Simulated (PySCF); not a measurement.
Theory: core-valence-separated Tamm–Dancoff BHandHLYP/aug-pcX-1 (pcseg-1 on H) in PySCF, non-relativistic, gas phase, PBE0-D3(BJ)/def2-SVP geometry. Absolute energies from this functional tend to lie a few eV below measured edges; no shift was applied.

Main lines of an unknown, eV (oscillator strength): C K: 282.7 (0.136), 282.9 (0.113), 286.0 (0.028), 286.8 (0.062), 286.9 (0.054). Listed: the first five lines at most of each edge with a tenth or more of its strongest line's intensity; roots within 0.03 eV on the same or equivalent atoms are summed. Only the lowest roots were sought, and the top ones are left out.

Question: Which candidate gives them?
A. `CCC1=C[C+]1C`
B. `C#C[C+](C)CC`
C. `C(C)(C)[c+]1cc1`
D. `C[C@H]1[CH+]C=CC1`

Answer: C. 

- `CC(C)[c+]1cc1`: C K: 282.7 (0.136), 282.9 (0.113), 286.0 (0.028), 286.8 (0.062), 286.9 (0.054). First C line listed at 282.7 eV, hole on the unsaturated ring CH carbon.
- `C#C[C+](C)CC`: C K: 281.2 (0.062), 281.3 (0.090), 283.7 (0.065), 284.7 (0.058), 285.5 (0.068). First C line listed at 281.2 eV, hole on the carbon bonded to C and H.
- `CCc1c[c+]1C`: C K: 282.8 (0.061), 283.0 (0.038), 283.0 (0.148), 286.8 (0.041), 286.9 (0.021). First C line listed at 282.8 eV, hole on the unsaturated ring CH carbon.
- `C[C@H]1[CH+]C=CC1`: C K: 280.9 (0.066), 280.9 (0.091), 283.7 (0.070), 286.3 (0.013), 286.5 (0.009). First C line listed at 280.9 eV, hole on the carbon bonded to 2 C and H.

One conformer each; other structures than these candidates weren't tested.

Conformer computed: `[CH3:1][CH:2]([CH3:3])[c+:4]1[cH:5][cH:6]1`: C1–C2–C4–C5 -25°.
